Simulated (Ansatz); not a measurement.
# H2NSSi radical (SMILES N[Si]=S): single points off equilibrium

The task here is to estimate one member of a computed series from the others.

The runs use Ansatz 0.2.0, Gaussian basis; single points in def2-TZVPP.

Cores are frozen in the correlated methods. Orbitals are unrestricted. B3LYP uses VWN-RPA correlation.

## The system as given

SMILES `N[Si]=S`, 5 atoms, charge 0, spin multiplicity 2.

Atoms are counted from 1 here; the program's logs count them from 0.

Bond lengths: N1–Si2 1.677 Å, N1–H4 1.011 Å, N1–H5 1.004 Å, Si2–S3 2.021 Å. Angles: Si2–N1–H4 124.8°, Si2–N1–H5 120.0°, H4–N1–H5 115.1°, N1–Si2–S3 126.3°.

Coordinates:

```xyz
5

N    -0.4836    0.5358   -0.2648
Si    0.1959   -0.4549    0.9054
S     1.7103   -1.7650    0.6322
H    -1.2592    1.1650   -0.1090
H    -0.1421    0.5052   -1.2082
```

Set-up of the first run:

The input, run/in.yaml:

```yaml
crystal:
  periodic: [false, false, false]
  atoms:
    - {symbol: N, position_ang: [-0.483600, 0.535800, -0.264800]}
    - {symbol: Si, position_ang: [0.195900, -0.454900, 0.905400]}
    - {symbol: S, position_ang: [1.710300, -1.765000, 0.632200]}
    - {symbol: H, position_ang: [-1.259200, 1.165000, -0.109000]}
    - {symbol: H, position_ang: [-0.142100, 0.505200, -1.208200]}
basis:
  gaussian: {orbitals: def2-TZVPP}
magnetization: {spin_polarized: true, initial_magnetization: 1}
correlation: {method: ccsd_t}
scf: {omitted_lower_state_checks: [cluster_reference]}
output: {forces: true}
```

The command line of these runs was not kept.

Steps of the session up to this table: CCSD(T)/def2-TZVPP; PBE0-D4/def2-TZVPP; wB97M-V/def2-TZVPP; r2SCAN-D4/def2-TZVPP; PBE-D4/def2-TZVPP; revPBE-D4/def2-TZVPP; B3LYP-D4/def2-TZVPP.

One table of the session follows, with a row left open; its other results are not shown here.

| method | RMS force component (eV/Å) | angle to CCSD(T) forces (°) | dipole (D) |
| --- | --- | --- | --- |
| CCSD(T) | 0.521 | reference | 4.20 |
| PBE0-D4 | 0.559 | 10.1 | 4.37 |
| wB97M-V | 0.573 | 7.7 | 4.39 |
| r2SCAN-D4 | 0.559 | 8.0 | 4.40 |
| PBE-D4 | ? | ? | ? |
| revPBE-D4 | 0.525 | 20.6 | 4.17 |
| B3LYP-D4 | 0.484 | 6.0 | 4.23 |

Estimate the missing values for PBE-D4.

**Answer.** RMS force component (eV/Å): 0.513; angle to CCSD(T) forces (°): 18.4; dipole (D): 4.15. In the column «RMS force component (eV/Å)» it lies between B3LYP-D4 (0.484) and CCSD(T) (0.521).
